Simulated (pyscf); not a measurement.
Single points on ωB97X-D3(BJ)/def2-SVP structures (PySCF, gas phase).

### Question
`[CH3][CH3]` + `[CH3][Al][F]` [doublet] → `[CH3][Al]([CH3])[F]` + `[CH3]` [doublet]
Surface: doublet. Broken: C–C. Formed: Al–C. Give ΔE‡ and ΔE from B3LYP-D3(BJ)/def2-TZVP, relative to the separated reactants.

### Answer
ΔE‡ = 41.2 kcal/mol, ΔE = +11.4 kcal/mol. ωB97M-D3(BJ)/def2-TZVP gives 45.3 kcal/mol and +9.9 kcal/mol. Zero-point energy shifts the barrier by -2.3 kcal/mol. It is a substitution at C, with an imaginary mode of 1197i cm⁻¹. This is the saddle that the search found; another between the same sides may lie lower. The angle at the attacked C is 160°.
